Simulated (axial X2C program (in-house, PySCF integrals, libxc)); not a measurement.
# Levels of PH⁺ by electron attachment to PH²⁺ (EOM-EA-CCSD)

Calculated with an axial X2C code built on PySCF integrals: two-component X2C with atomic mean-field Coulomb and Gaunt terms, Gaussian nuclei, basis P dyall-av3z, H dyall-av3z with contracted cores.

R = 1.655 Å (1.150 times 1.439 Å, the PBE0 minimum at charge 1 for the lowest determinant).

Levels of PH⁺ obtained by attaching an electron to PH²⁺:

```csv
Ω,binding energy (eV),above lowest (cm⁻¹),attached spinor,one-particle weight
1/2,18.724,0,88% P pπ,0.95
3/2,18.685,312,"88% P pπ, 6% H pπ",0.95
```

(1) Take the first Ω = 1/2 and Ω = 3/2 rows of π character: how far apart are they, and which lies lower?

This point took 4.1 s on 1 thread of Intel(R) Xeon(R) Processor @ 2.30GHz, with other jobs on the host.

Reference electrons by ω block (each with its −ω partner): 1/2: 6, 3/2: 1. 4 electrons of PH²⁺ correlated (inner shells frozen), 92 natural virtual spinors (a truncated set); levels can be off by some tenths of an eV. Roots sought by Ω: (1/2: 5, 3/2: 4, 5/2: 2, 7/2: 1); the list ends where they run out and leaves out roots under 60 % one-particle weight. The solver can skip a root, and states that need a further excitation, which the method places far too high, are missing though they may lie low or lowest. T1 of the reference 0.011 (Lee–Taylor). The reference was not checked to be the lowest state of its species. Number of frozen shells: P 2 s, 1 p; H none.

Answers

(1) E(3/2) − E(1/2) = 312 − 0 = 312 cm⁻¹ at EOM-EA-CCSD: regular, Ω = 1/2 lower. Splittings at this level can be off by ten to twenty per cent.
